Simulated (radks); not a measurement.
**Valence configurations of Cl²⁺**

The task here is to estimate one member of a computed series from the others.

Program: radks (a radial shooting solver on a logarithmic mesh, Libxc functionals) version 1. Level of theory: Dirac Kohn-Sham, PBEsol, spin-unpolarised, spherical densities, finite nucleus; open shells fill j = l - 1/2 first. These are calculated values, not measurements, unless marked.

## The atom as given

```
element            : chlorine (Z = 17)
charge             : +2
electrons          : 15
configuration      : [Ne] 3s2 3p3
nuclear rms radius : 3.3654 fm
others tried       : 3p5; 3s1 3p4; 3s1.5 3p3.5; 3s0.5 3p4.5
```

Set-up of the first run:

Input:

```text
Z 17
configuration [Ne] 3s2 3p3
relativity Dirac
functional pbe_sol,pbe_sol
spin unpolarised
j_filling energy
nucleus finite rms 3.3654 fm
c 137.035999084
```

Steps of the session up to this table: [Ne] 3s2 3p3.

One table of the session follows, with a row left open; its other results are not shown here.

It belongs to the step «[Ne] 3s2 3p3». Sizes of the orbitals, from the radial functions (bohr):

```
level      <r>  outermost maximum (interpolated)  90 % within  nodes
1s1/2  0.09106                            0.0595        0.163      0
2s1/2   0.4442                             0.362        0.695      1
2p1/2   0.4050                             0.300        0.673      0
2p3/2   0.4073                             0.302        0.676      0
3s1/2        ?                                 ?            ?      ?
3p1/2    1.598                              1.35         2.44      1
3p3/2    1.604                              1.35         2.45      1
```

**Question.** Estimate the row for 3s1/2.

The run gave: <r>: 1.443; outermost maximum (interpolated): 1.25; 90 % within: 2.15; nodes: 2. In the column «<r>» it lies between 2s1/2 (0.4442) and 3p1/2 (1.598).
